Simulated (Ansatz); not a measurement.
# C2H4Si: energies up the ladder, part 1 of 2

Aim: energies up the ladder, for C2H4Si, with the cost of each level.

Program: Ansatz 0.2.0. Level of theory: the levels named in each step. These are calculated values, not measurements.

### Step 1. The system as given

Bond lengths: C1–C2 1.202 Å, C2–Si3 1.848 Å, C1–H4 1.053 Å, Si3–H5 1.465 Å, Si3–H6 1.466 Å, Si3–H7 1.465 Å. Angles: C1–C2–Si3 179.7°, C2–C1–H4 179.9°, C2–Si3–H5 108.2°, C2–Si3–H6 108.0°, C2–Si3–H7 108.1°, H5–Si3–H6 110.8°, H5–Si3–H7 110.8°, H6–Si3–H7 110.8°.

As a file:

```xyz
7

C     1.9402   -0.1102   -0.1966
C     0.7461   -0.0452   -0.0739
Si   -1.0899    0.0627    0.1098
H     2.9859   -0.1670   -0.3024
H    -1.6453    0.5820   -1.1424
H    -1.5977   -1.2844    0.3851
H    -1.3842    0.9670    1.2246
```

### Step 2. A rough first relaxation, PBE-D4/def2-SVP

This run stands in another session on the same molecule. It ended at:

```xyz
7

C     1.9697   -0.1113   -0.1996
C     0.7495   -0.0440   -0.0748
Si   -1.0759    0.0610    0.1089
H     3.0452   -0.1709   -0.3084
H    -1.6813    0.5917   -1.1597
H    -1.6350   -1.3045    0.3925
H    -1.4170    0.9829    1.2454
```

### Step 3. Relaxation, PBE0-D4/def2-TZVPP

This run stands in another session on the same molecule. It ended at:

```xyz
7

C     1.9415   -0.1099   -0.1963
C     0.7437   -0.0420   -0.0752
Si   -1.0672    0.0609    0.1079
H     2.9998   -0.1698   -0.3033
H    -1.6578    0.5848   -1.1473
H    -1.6094   -1.2907    0.3875
H    -1.3956    0.9716    1.2311
```

### Step 4. Frequencies, PBE0-D4/def2-TZVPP

File input.yaml:

```yaml
crystal:
  periodic: [false, false, false]
  atoms:
    - { symbol: C, position_ang: [1.94147278, -0.10985882, -0.19629565] }
    - { symbol: C, position_ang: [0.74374197, -0.04199124, -0.07515812] }
    - { symbol: Si, position_ang: [-1.06715467, 0.06086751, 0.10786488] }
    - { symbol: H, position_ang: [2.99984313, -0.16981361, -0.30333913] }
    - { symbol: H, position_ang: [-1.65782811, 0.58476299, -1.14734657] }
    - { symbol: H, position_ang: [-1.60942312, -1.29067001, 0.38749868] }
    - { symbol: H, position_ang: [-1.395552, 0.97160318, 1.23108592] }
basis:
  gaussian: { orbitals: def2-TZVPP }
hamiltonian:
  xc: pbe0
  dispersion: d4
phonons: {}
```

Launch:

```console
ansatz run input.yaml --threads 4 --pin off --max-ram 10240MiB --backend cpu --events-out ev --progress --plain --runs-dir out
```

The program printed (excerpt; [...] marks lines left out):

```text
Warning: RAYON_NUM_THREADS=4 ignored (pool sized by the plan → 4); use --threads N
[...]
Functional definition: PBE0
[...]
887 factors; their error is unknown
[...]
mean field -10009.69346538 eV, -367.8494500388 hartree, gradient 2.5e-5 eV, S^2 0.000000; 0 other end points of the search recorded, 0 dependent functions left out
[...]
reference -10009.69349490 eV, -367.8494511236 hartree; 15, 15 occupied and 145, 145 virtual orbitals, 887 factors
[...]
887 factors; their error is unknown
[...]
mean field -10009.69303874 eV, -367.8494343601 hartree, gradient 1.6e-6 eV, S^2 0.000000; 0 other end points of the search recorded, 0 dependent functions left out
[...]
reference -10009.69306827 eV, -367.8494354452 hartree; 15, 15 occupied and 145, 145 virtual orbitals, 887 factors
[...]
887 factors; their error is unknown
mean field -10009.69299046 eV, -367.8494325858 hartree, gradient 1.6e-6 eV, S^2 0.000000; 0 other end points of the search recorded, 0 dependent functions left out
[...]
reference -10009.69301998 eV, -367.8494336705 hartree; 15, 15 occupied and 145, 145 virtual orbitals, 887 factors
[...]
887 factors; their error is unknown
[...]
mean field -10009.69344608 eV, -367.8494493294 hartree, gradient 1.6e-6 eV, S^2 0.000000; 0 other end points of the search recorded, 0 dependent functions left out
[...]
reference -10009.69347560 eV, -367.8494504143 hartree; 15, 15 occupied and 145, 145 virtual orbitals, 887 factors
[...]
reference -10009.69346912 eV, -367.8494501762 hartree; 15, 15 occupied and 145, 145 virtual orbitals, 887 factors
[...]
887 factors; their error is unknown
mean field -10009.69343151 eV, -367.8494487940 hartree, gradient 1.6e-6 eV, S^2 0.000000; 0 other end points of the search recorded, 0 dependent functions left out
[...]
reference -10009.69346103 eV, -367.8494498789 hartree; 15, 15 occupied and 145, 145 virtual orbitals, 887 factors
[...]
887 factors; their error is unknown
mean field -10009.69342938 eV, -367.8494487158 hartree, gradient 1.6e-6 eV, S^2 0.000000; 0 other end points of the search recorded, 0 dependent functions left out
[...]
reference -10009.69345890 eV, -367.8494498006 hartree; 15, 15 occupied and 145, 145 virtual orbitals, 887 factors
Total energy: -10009.78388465 eV, -367.8527728855 hartree
Atom 0 at     1.941473    -0.109859    -0.196296 Å, force    -0.000010    -0.000014     0.000034 eV/Å
Atom 1 at     0.743742    -0.041991    -0.075158 Å, force     0.000007     0.000014     0.000007 eV/Å
Atom 2 at    -1.067155     0.060868     0.107865 Å, force    -0.000001     0.000160    -0.000130 eV/Å
Atom 3 at     2.999843    -0.169814    -0.303339 Å, force     0.000005    -0.000062     0.000019 eV/Å
Atom 4 at    -1.657828     0.584763    -1.147347 Å, force    -0.000102    -0.000030     0.000079 eV/Å
Atom 5 at    -1.609423    -1.290670     0.387499 Å, force     0.000110    -0.000077    -0.000013 eV/Å
Atom 6 at    -1.395552     0.971603     1.231086 Å, force    -0.000009     0.000008     0.000005 eV/Å
Dipole moment:     0.082618    -0.004668    -0.008361 e Å
Vibrations: 232.80 232.81 640.17 680.04 680.06 735.05 735.06 926.16 940.98 940.99 2163.99 2239.76 2243.13 2243.14 3466.60 cm⁻¹, zero-point energy 1.184094 eV
```

Wall time 25 s (4 threads of Intel Xeon 6975P-C (Granite Rapids), shared host); peak memory 0.3 GiB.

Harmonic frequencies (cm⁻¹; negative: imaginary): 233, 233, 640, 680, 680, 735, 735, 926, 941, 941, 2164, 2240, 2243, 2243, 3467.

### Step 5. Single point, PBE-D4/def2-TZVPP

Changes to input.yaml since step 4:

```diff
@@ -13,4 +13,3 @@
 hamiltonian:
-  xc: pbe0
+  xc: pbe
   dispersion: d4
-phonons: {}
```

Launch:

```console
ansatz run input.yaml --threads 4 --pin off --max-ram 10240MiB --backend cpu --events-out ev --progress --plain --runs-dir out
```

The program printed:

```text
Warning: RAYON_NUM_THREADS=4 ignored (pool sized by the plan → 4); use --threads N
Engine: ansatz 0.2.0, x86_64-unknown-linux-gnu
Functional definition: PBE
  parameter kappa = 0.804
  parameter beta = 0.06672455060314922
  exchange = pbe_x(kappa = kappa, mu = beta*pi^2/3)
  correlation = pbe_c(beta = beta)
884 factors; their error is unknown
mean field evaluation 1: about -10001.7909 eV, gradient 5.2e1 eV
mean field evaluation 2: about -9991.6633 eV, gradient 7.7e1 eV
mean field evaluation 4: about -10008.6819 eV, gradient 4.1e0 eV
mean field evaluation 8: about -10008.7009 eV, gradient 2.7e-1 eV
mean field -10008.70100200 eV, -367.8129776821 hartree, gradient 7.8e-5 eV, S^2 0.000000; 0 other end points of the search recorded, 0 dependent functions left out
reference -10008.70104111 eV, -367.8129791196 hartree; 15, 15 occupied and 145, 145 virtual orbitals, 884 factors
Total energy: -10008.80896818 eV, -367.8169453662 hartree
```

Run time: 0.42 s. Hardware: 4 threads of Intel Xeon 6975P-C (Granite Rapids), shared host; peak memory 0.16 GiB.

### Step 6. Single point, r2SCAN-D4/def2-TZVPP

Changes to input.yaml since step 5:

```diff
@@ -13,3 +13,3 @@
 hamiltonian:
-  xc: pbe
+  xc: r2scan
   dispersion: d4
```

Launch:

```console
ansatz run input.yaml --threads 4 --pin off --max-ram 10240MiB --backend cpu --events-out ev --progress --plain --runs-dir out
```

The program printed:

```text
Warning: RAYON_NUM_THREADS=4 ignored (pool sized by the plan → 4); use --threads N
[... 1 set-up line as earlier in the session ...]
Functional definition: r2SCAN
  parameter k0 = 0.174
  parameter k1 = 0.065
  parameter a1 = 4.9479
  exchange = r2scan_x(k0 = k0, k1 = k1, a1 = a1)
  correlation = r2scan_c
884 factors; their error is unknown
mean field evaluation 1: about -10008.2256 eV, gradient 4.7e1 eV
mean field evaluation 2: about -10004.2949 eV, gradient 5.9e1 eV
mean field evaluation 4: about -10013.7013 eV, gradient 3.8e0 eV
mean field evaluation 8: about -10013.7383 eV, gradient 2.6e-1 eV
mean field evaluation 16: about -10013.7154 eV, gradient 4.3e-5 eV
mean field -10013.71535237 eV, -367.9972516594 hartree, gradient 4.3e-5 eV, S^2 0.000000; 0 other end points of the search recorded, 0 dependent functions left out
reference -10013.71536412 eV, -367.9972520915 hartree; 15, 15 occupied and 145, 145 virtual orbitals, 884 factors
Total energy: -10013.74084323 eV, -367.9981884315 hartree
```

It took 0.86 s on 4 threads of Intel Xeon 6975P-C (Granite Rapids), shared host; peak memory 0.18 GiB.

### Step 7. Single point, B3LYP-D4/def2-TZVPP

Changes to input.yaml since step 6:

```diff
@@ -13,3 +13,3 @@
 hamiltonian:
-  xc: r2scan
+  xc: { name: B3LYP }
   dispersion: d4
```

Launch:

```console
ansatz run input.yaml --threads 4 --pin off --max-ram 10240MiB --backend cpu --events-out ev --progress --plain --runs-dir out
```

The program printed:

```text
Warning: RAYON_NUM_THREADS=4 ignored (pool sized by the plan → 4); use --threads N
[... 1 set-up line as earlier in the session ...]
Functional definition: B3LYP
  parameter a0 = 0.2
  parameter ax = 0.72
  parameter ac = 0.81
  exchange = (1 - a0 - ax)*slater_x + ax*b88_x + a0*exact_x
  correlation = (1 - ac)*vwn_rpa_c + ac*lyp_c
887 factors; their error is unknown
mean field evaluation 1: about -10011.4521 eV, gradient 4.6e1 eV
mean field evaluation 2: about -10008.8736 eV, gradient 5.4e1 eV
mean field evaluation 4: about -10016.5871 eV, gradient 5.8e0 eV
mean field evaluation 8: about -10016.6630 eV, gradient 1.8e-2 eV
mean field -10016.67602990 eV, -368.1060545518 hartree, gradient 7.7e-5 eV, S^2 0.000000; 0 other end points of the search recorded, 0 dependent functions left out
reference -10016.67627767 eV, -368.1060636575 hartree; 15, 15 occupied and 145, 145 virtual orbitals, 887 factors
Total energy: -10016.85151340 eV, -368.1125034515 hartree
```

It took 0.62 s on 4 threads of Intel Xeon 6975P-C (Granite Rapids), shared host; peak memory 0.28 GiB.

### Step 8. Single point, wB97M-V/def2-TZVPP

Changes to input.yaml since step 7:

```diff
@@ -13,3 +13,2 @@
 hamiltonian:
-  xc: { name: B3LYP }
-  dispersion: d4
+  xc: { name: wB97M-V }
```

Launch:

```console
ansatz run input.yaml --threads 4 --pin off --max-ram 10240MiB --backend cpu --events-out ev --progress --plain --runs-dir out
```

The program printed (excerpt; [...] marks lines left out):

```text
Warning: RAYON_NUM_THREADS=4 ignored (pool sized by the plan → 4); use --threads N
[...]
Functional definition: wB97M-V
[...]
  gx(w, u) = 1 - cx + cx01*u + cx10*w
  gss(w, u) = css00 + css04*u^4 + css10*w + css20*w^2 + css43*w^4*u^3
  gos(w, u) = cos00 + cos10*w + (cos20 + cos21*u)*w^2 + (cos60 + cos61*u)*w^6
[...]
      + integral(e_c_pw_mod_opposite_spin*gos(b97_w_opposite, b97_u_opposite)) + vv10(b, c)
887 factors; their error is unknown
214 factors; integrals over basis functions are off by at most 1.2e-5 eV
[...]
mean field -10014.20774878 eV, -368.0153468937 hartree, gradient 5.2e-6 eV, S^2 0.000000; 0 other end points of the search recorded, 0 dependent functions left out
reference -10014.20779572 eV, -368.0153486190 hartree; 15, 15 occupied and 145, 145 virtual orbitals, 887 factors
Total energy: -10014.20779572 eV, -368.0153486190 hartree
```

Run time: 1.5 s. Hardware: 4 threads of Intel Xeon 6975P-C (Granite Rapids), shared host; peak memory 0.36 GiB.

### Step 9. Single point, B2PLYP/def2-TZVPP

Changes to input.yaml since step 8:

```diff
@@ -13,2 +13,2 @@
 hamiltonian:
-  xc: { name: wB97M-V }
+  xc: { name: B2PLYP }
```

Launch:

```console
ansatz run input.yaml --threads 4 --pin off --max-ram 10240MiB --backend cpu --events-out ev --progress --plain --runs-dir out
```

The program printed (excerpt; [...] marks lines left out):

```text
Warning: RAYON_NUM_THREADS=4 ignored (pool sized by the plan → 4); use --threads N
[...]
Functional definition: B2PLYP
[...]
931 factors; integrals over basis functions are off by at most 9.7e-4 eV
[...]
mean field -10006.82127137 eV, -367.7438988559 hartree, gradient 2.9e-6 eV, S^2 0.000000; 0 other end points of the search recorded, 0 dependent functions left out
7 core orbitals not correlated: weight in the atoms' cores, before any rotation towards them, 1.000 or more for the frozen orbitals, at most 0.000 for the correlated occupied ones
reference -10006.82142836 eV, -367.7439046249 hartree; 8, 8 occupied and 145, 145 virtual orbitals, 931 factors
second order -14.49245166 eV of doubles, -0.00000000 eV of singles
Total energy: -10010.73439030 eV, -367.8877033242 hartree
```

Wall time 1 s (4 threads of Intel Xeon 6975P-C (Granite Rapids), shared host); peak memory 0.26 GiB.

### Step 10. Single point, LDA/def2-TZVPP

Changes to input.yaml since step 9:

```diff
@@ -13,2 +13,2 @@
 hamiltonian:
-  xc: { name: B2PLYP }
+  xc: lda
```

Launch:

```console
ansatz run input.yaml --threads 4 --pin off --max-ram 10240MiB --backend cpu --events-out ev --progress --plain --runs-dir out
```

The program printed:

```text
Warning: RAYON_NUM_THREADS=4 ignored (pool sized by the plan → 4); use --threads N
[... 1 set-up line as earlier in the session ...]
Functional definition: SPW92
  exchange = slater_x
  correlation = pw_c
884 factors; their error is unknown
mean field evaluation 1: about -9956.3273 eV, gradient 5.4e1 eV
mean field evaluation 2: about -9944.9915 eV, gradient 8.1e1 eV
mean field evaluation 4: about -9963.6568 eV, gradient 4.6e0 eV
mean field evaluation 8: about -9963.6869 eV, gradient 2.7e-1 eV
mean field evaluation 16: about -9963.6870 eV, gradient 1.6e-5 eV
mean field -9963.68700662 eV, -366.1587438635 hartree, gradient 1.6e-5 eV, S^2 0.000000; 0 other end points of the search recorded, 0 dependent functions left out
reference -9963.68704335 eV, -366.1587452135 hartree; 15, 15 occupied and 145, 145 virtual orbitals, 884 factors
Total energy: -9963.68704335 eV, -366.1587452135 hartree
```

It took 0.29 s on 4 threads of Intel Xeon 6975P-C (Granite Rapids), shared host; peak memory 0.16 GiB.

### Step 11. Single point, PBE0-D4/def2-SVP

Changes to input.yaml since step 10:

```diff
@@ -11,4 +11,5 @@
 basis:
-  gaussian: { orbitals: def2-TZVPP }
+  gaussian: { orbitals: def2-SVP }
 hamiltonian:
-  xc: lda
+  xc: pbe0
+  dispersion: d4
```

Launch:

```console
ansatz run input.yaml --threads 4 --pin off --max-ram 10240MiB --backend cpu --events-out ev --progress --plain --runs-dir out
```

The program printed:

```text
Warning: RAYON_NUM_THREADS=4 ignored (pool sized by the plan → 4); use --threads N
[... 2 set-up lines as earlier in the session ...]
  parameter a = 0.25
[... 2 set-up lines as earlier in the session ...]
  exchange = (1 - a)*pbe_x(kappa = kappa, mu = beta*pi^2/3) + a*exact_x
[... 1 set-up line as earlier in the session ...]
744 factors; their error is unknown
mean field evaluation 1: about -10001.4137 eV, gradient 3.3e1 eV
mean field evaluation 2: about -10001.5245 eV, gradient 3.2e1 eV
mean field evaluation 4: about -10004.4516 eV, gradient 1.9e0 eV
mean field evaluation 8: about -10004.5124 eV, gradient 1.5e-2 eV
mean field -10004.51238011 eV, -367.6590486670 hartree, gradient 2.2e-5 eV, S^2 0.000000; 0 other end points of the search recorded, 0 dependent functions left out
reference -10004.51240380 eV, -367.6590495377 hartree; 15, 15 occupied and 51, 51 virtual orbitals, 744 factors
Total energy: -10004.60279355 eV, -367.6623712996 hartree
```

It took 0.23 s on 4 threads of Intel Xeon 6975P-C (Granite Rapids), shared host; peak memory 0.12 GiB.

### Step 12. Single point, PBE-D4/def2-SVP

Changes to input.yaml since step 11:

```diff
@@ -13,3 +13,3 @@
 hamiltonian:
-  xc: pbe0
+  xc: pbe
   dispersion: d4
```

Launch:

```console
ansatz run input.yaml --threads 4 --pin off --max-ram 10240MiB --backend cpu --events-out ev --progress --plain --runs-dir out
```

The program printed (excerpt; [...] marks lines left out):

```text
Warning: RAYON_NUM_THREADS=4 ignored (pool sized by the plan → 4); use --threads N
[... 6 set-up lines as earlier in the session ...]
744 factors; their error is unknown
mean field evaluation 1: about -9998.4129 eV, gradient 4.1e1 eV
mean field evaluation 2: about -9993.8842 eV, gradient 5.7e1 eV
mean field evaluation 4: about -10003.3868 eV, gradient 6.4e0 eV
mean field evaluation 8: about -10003.4929 eV, gradient 1.3e-1 eV
mean field evaluation 16: about -10003.4510 eV, gradient 3.7e-5 eV
mean field -10003.45097554 eV, -367.6200427684 hartree, gradient 3.7e-5 eV, S^2 0.000000; 0 other end points of the search recorded, 0 dependent functions left out
reference -10003.45100657 eV, -367.6200439088 hartree; 15, 15 occupied and 51, 51 virtual orbitals, 744 factors
Total energy: -10003.55893364 eV, -367.6240101554 hartree
```

Wall time 0.23 s (4 threads of Intel Xeon 6975P-C (Granite Rapids), shared host); peak memory 0.1 GiB.

### Step 13. Single point, CCSD(T)/def2-TZVPP

Changes to input.yaml since step 12:

```diff
@@ -11,5 +11,4 @@
 basis:
-  gaussian: { orbitals: def2-SVP }
-hamiltonian:
-  xc: pbe
-  dispersion: d4
+  gaussian: { orbitals: def2-TZVPP }
+correlation:
+  method: ccsd_t
```

Launch:

```console
ansatz run input.yaml --threads 4 --pin off --max-ram 10240MiB --backend cpu --events-out ev --progress --plain --runs-dir out
```

The program printed (excerpt; [...] marks lines left out):

```text
Warning: RAYON_NUM_THREADS=4 ignored (pool sized by the plan → 4); use --threads N
[...]
Functional definition: HF
[...]
931 factors; integrals over basis functions are off by at most 9.7e-4 eV
[...]
mean field -9985.96032159 eV, -366.9772730914 hartree, gradient 1.8e-6 eV, S^2 0.000000; 0 other end points of the search recorded, 0 dependent functions left out
7 core orbitals not correlated: weight in the atoms' cores, before any rotation towards them, 1.000 or more for the frozen orbitals, at most 0.000 for the correlated occupied ones
reference -9985.96032159 eV, -366.9772730914 hartree; 8, 8 occupied and 145, 145 virtual orbitals, 931 factors
second order -11.65589450 eV of doubles, -0.00000000 eV of singles
cycle   1  -11.97674256 eV  change   -3.2e-1 eV  update   9.0e-2
[...]
cycle   9  -12.47361605 eV  change   -3.7e-6 eV  update   6.0e-6
perturbative correction -0.58496510 eV, -0.0214970709 hartree
Total energy: -9999.01890274 eV, -367.4571670971 hartree
```

Run time: 4.1 s. Hardware: 4 threads of Intel Xeon 6975P-C (Granite Rapids), shared host; peak memory 1.3 GiB.

### Step 14. Single point, CCSD(T)/def2-QZVPP

Changes to input.yaml since step 13:

```diff
@@ -11,3 +11,3 @@
 basis:
-  gaussian: { orbitals: def2-TZVPP }
+  gaussian: { orbitals: def2-QZVPP.json }
 correlation:
```

Launch:

```console
ansatz run input.yaml --threads 4 --pin off --max-ram 10240MiB --backend cpu --events-out ev --progress --plain --runs-dir out
```

The program printed (excerpt; [...] marks lines left out):

```text
Warning: RAYON_NUM_THREADS=4 ignored (pool sized by the plan → 4); use --threads N
[...]
[... 1 set-up line as earlier in the session ...]
[...]
1793 factors; integrals over basis functions are off by at most 1.2e-3 eV
[...]
mean field -9986.29479189 eV, -366.9895646481 hartree, gradient 3.1e-6 eV, S^2 0.000000; 0 other end points of the search recorded, 0 dependent functions left out
7 core orbitals not correlated: weight in the atoms' cores, before any rotation towards them, 1.000 or more for the frozen orbitals, at most 0.000 for the correlated occupied ones
reference -9986.29479189 eV, -366.9895646481 hartree; 8, 8 occupied and 289, 289 virtual orbitals, 1793 factors
second order -12.43224220 eV of doubles, -0.00000000 eV of singles
cycle   1  -12.58025904 eV  change   -1.5e-1 eV  update   9.1e-2
[...]
cycle   9  -13.09009985 eV  change   -9.5e-6 eV  update   6.3e-6
perturbative correction -0.63892778 eV, -0.0234801628 hartree
Total energy: -10000.02381952 eV, -367.4940971076 hartree
```

Run time: 3.2 min. Hardware: 4 threads of Intel Xeon 6975P-C (Granite Rapids), shared host; peak memory 3.4 GiB.

### Step 15. Extrapolation to the basis-set limit

CCSD(T)/CBS estimate, frozen core: CCSD(T) correlation extrapolated, from def2-TZVPP and def2-QZVPP: mean field -9986.3409 eV, total -10000.5665 eV. The exponents are 7.88 (mean field) and 2.97 (correlation).

### Step 16. The cation of multiplicity 2 at the same geometry, PBE0-D4/def2-TZVPP

Changes to input.yaml since step 14:

```diff
@@ -10,5 +10,10 @@
     - { symbol: H, position_ang: [-1.395552, 0.97160318, 1.23108592] }
+magnetization:
+  spin_polarized: true
+  initial_magnetization: 1
+total_charge: 1
 basis:
-  gaussian: { orbitals: def2-QZVPP.json }
-correlation:
-  method: ccsd_t
+  gaussian: { orbitals: def2-TZVPP }
+hamiltonian:
+  xc: pbe0
+  dispersion: d4
```

Launch:

```console
ansatz run input.yaml --threads 4 --pin off --max-ram 10240MiB --backend cpu --events-out ev --progress --plain --runs-dir out
```

The program printed (excerpt; [...] marks lines left out):

```text
Warning: RAYON_NUM_THREADS=4 ignored (pool sized by the plan → 4); use --threads N
[... 7 set-up lines as earlier in the session ...]
887 factors; their error is unknown
mean field evaluation 1: about -9987.3898 eV, gradient 4.4e1 eV
mean field evaluation 2: about -9959.0679 eV, gradient 7.8e1 eV
mean field evaluation 4: about -9997.5965 eV, gradient 1.6e1 eV
mean field evaluation 8: about -9999.0743 eV, gradient 1.6e-1 eV
mean field evaluation 16: about -9999.0935 eV, gradient 4.0e-3 eV
mean field evaluation 32: about -9999.0925 eV, gradient 4.1e-1 eV
mean field evaluation 64: about -9999.0932 eV, gradient 2.0e-1 eV
mean field -9999.09352464 eV, -367.4599094015 hartree, gradient 7.6e-6 eV, S^2 0.756063; 2 other end points of the search recorded, 0 dependent functions left out
reference -9999.09355581 eV, -367.4599105471 hartree; 15, 14 occupied and 145, 146 virtual orbitals, 887 factors
Total energy: -9999.16510949 eV, -367.4625400964 hartree
```

Run time: 18 s. Hardware: 4 threads of Intel Xeon 6975P-C (Granite Rapids), shared host; peak memory 0.46 GiB.

(Continued in part 2 of 2.)
